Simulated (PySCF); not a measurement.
**Electronic absorption of C3H8S2**

Compound: C₃H₈S₂.
Numbering: `[CH3:1][CH2:2][S:3][S:4][CH3:5]` (hydrogens: H6, H7, H8 on C1; H9, H10 on C2; H11, H12, H13 on C5)

Computed with PySCF 2.14.0, density-fitted response routines, TDDFT CAM-B3LYP/def2-SVPD, vertical, gas phase, core orbitals frozen in the response. The structure is a single PBE0-D3(BJ)/def2-SVP conformer in the gas phase; no vibrational or solvent corrections. Torsions of this conformer, `[CH3:1][CH2:2][S:3][S:4][CH3:5]`: C1–C2–S3–S4 -63°, C2–S3–S4–C5 -86°.

Question: What does the calculation give for the low-lying excited states?

Answer: 

```csv
state,E (eV),λ (nm),ν̃ (cm⁻¹),f,"main configurations (H = HOMO, L = LUMO)"
S1,4.84,256.0,39060,0.0093,H→L (88%)
S2,4.99,248.7,40220,0.0021,H-1→L (88%)
S3,6.26,197.9,50520,0.0012,"H→L+1 (38%), H→L+2 (25%), H-1→L+2 (10%)"
S4,6.39,194.0,51530,0.0023,"H→L+3 (45%), H-1→L+3 (22%)"
S5,6.54,189.7,52720,0.012,"H→L+1 (48%), H→L+3 (13%), H→L+2 (11%)"
S6,6.66,186.1,53730,0.038,"H-1→L+1 (63%), H-1→L+3 (16%)"
S7,6.83,181.5,55100,0.013,"H→L+2 (30%), H-1→L+3 (24%), H-1→L+2 (15%)"
S8,6.89,179.9,55590,0.021,"H-1→L+2 (44%), H→L+3 (14%), H-1→L+3 (9%)"
S9,7.27,170.5,58660,0.075,H→L+4 (70%)
S10,7.37,168.1,59480,0.014,"H→L+6 (42%), H→L+5 (16%), H-1→L+4 (15%)"
```

Triplets, Tamm–Dancoff:

```csv
state,E (eV),λ (nm),"main configurations (H = HOMO, L = LUMO)"
T1,4.15,299.0,H→L (84%)
T2,4.34,285.8,"H-1→L (84%), H-1→L+4 (8%)"
T3,5.68,218.4,"H→L+2 (34%), H→L+1 (15%), H-1→L+1 (8%)"
T4,5.80,213.9,"H→L+3 (28%), H-1→L+3 (17%), H-1→L+2 (14%)"
```

The lowest singlet comes at 256 nm (467 kJ/mol) in the ultraviolet; it is weak; its leading configuration is HOMO→LUMO (88%). The strongest level in the table is S9 at 7.27 eV (170 nm, f = 0.075). Löwdin shares by element: HOMO sulfur 79%, carbon 14% or more; LUMO sulfur 85%, carbon 4% or more. Orbital energies (eV): HOMO-3 -11.04, HOMO-2 -10.28, HOMO-1 -8.25, HOMO -8.06, LUMO 0.52, LUMO+1 1.15, LUMO+2 1.55. Weighted by f, the mean energy of these states is 6.87 eV. Of the 10 states listed, 6 reach f = 0.01 and none stays under 0.0005. The vertical ionisation energy (ΔSCF) is 8.86 eV, 1.49 eV above S10. The window holds the lowest 10 singlets.
